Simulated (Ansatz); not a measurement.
A nudged elastic band was laid between two geometries of C₂H₃NO₂ (8 atoms, charge 0, multiplicity 1).

These are results of RKS PBE/def2-SVP (Ansatz), not measurements.

- movable images: 5
- climbing image: yes
- spring: 5.0 eV/Å²
- optimiser: quadratic models (default)
- start path: through a guess of the saddle point
- force threshold: 0.05 eV/Å
- iteration limit: 60
- end points: relaxed

First end point:

```xyz
8
Properties=species:S:1:pos:R:3
O -0.792 1.313 0.170
C -0.023 0.190 0.018
O 1.325 0.530 -0.039
C -0.528 -1.096 0.414
N -0.500 -0.934 -0.863
H -0.351 2.016 -0.348
H 1.787 -0.179 -0.524
H -0.826 -1.897 1.117
```

Last end point:

```xyz
8
Properties=species:S:1:pos:R:3
O -0.525 1.085 -0.635
C 0.089 0.098 0.122
O 1.469 0.096 0.038
C -0.574 -0.501 1.381
N -0.598 -1.128 0.224
H -0.509 1.902 -0.098
H 1.687 0.385 -0.871
H -0.947 -1.994 -0.217
```

Task: What changes between the two ends?

Result: Bonds broken: C4–H8. Bonds formed: N5–H8.

Task: What energy profile does the band end with?

Result: The run converged. The highest image is number 4 of 0 to 6, 2.82 eV above the first end and 1.53 eV above the last; the last end lies 1.29 eV above the first. The profile has 2 maxima (images 1, 4) with wells between them (image 2): this band takes more than one step, which may be the mechanism or a detour left from its start path. Neighbouring images differ by up to 1.8 eV, so the band resolves the path poorly. A vibrational analysis at the climbing image gives one clearly imaginary mode, 1284i cm⁻¹: a first-order saddle point. The orbitals stay closed-shell, which can raise the energy where a bond breaks towards radicals; this wasn't checked here.

```json
{"image": "0", "path coordinate (Å)": "0.00", "energy (eV)": "0.00", "C4–H8 (Å)": "1.11", "N5–H8 (Å)": "2.23"}
{"image": "1", "path coordinate (Å)": "0.68", "energy (eV)": "0.05", "C4–H8 (Å)": "1.10", "N5–H8 (Å)": "2.23"}
{"image": "2", "path coordinate (Å)": "1.37", "energy (eV)": "0.02", "C4–H8 (Å)": "1.10", "N5–H8 (Å)": "2.21"}
{"image": "3", "path coordinate (Å)": "2.05", "energy (eV)": "1.00", "C4–H8 (Å)": "1.08", "N5–H8 (Å)": "1.88"}
{"image": "4", "path coordinate (Å)": "2.74", "energy (eV)": "2.82", "C4–H8 (Å)": "1.28", "N5–H8 (Å)": "1.22"}
{"image": "5", "path coordinate (Å)": "3.42", "energy (eV)": "1.81", "C4–H8 (Å)": "1.92", "N5–H8 (Å)": "1.02"}
{"image": "6", "path coordinate (Å)": "4.10", "energy (eV)": "1.29", "C4–H8 (Å)": "2.22", "N5–H8 (Å)": "1.03"}
```

Task: What is the geometry of the highest image?

Result: 
```xyz
8
Properties=species:S:1:pos:R:3
O -0.712 0.976 -0.597
C 0.096 0.050 0.040
O 1.450 0.296 0.008
C -0.369 -0.765 1.182
N -0.303 -1.330 -0.115
H -0.491 1.851 -0.221
H 1.729 0.250 -0.930
H -1.308 -1.385 0.577
```

Run time: 6.6 min on 2 threads of Arm Neoverse N1 (shared host), peak memory 0.15 GiB.
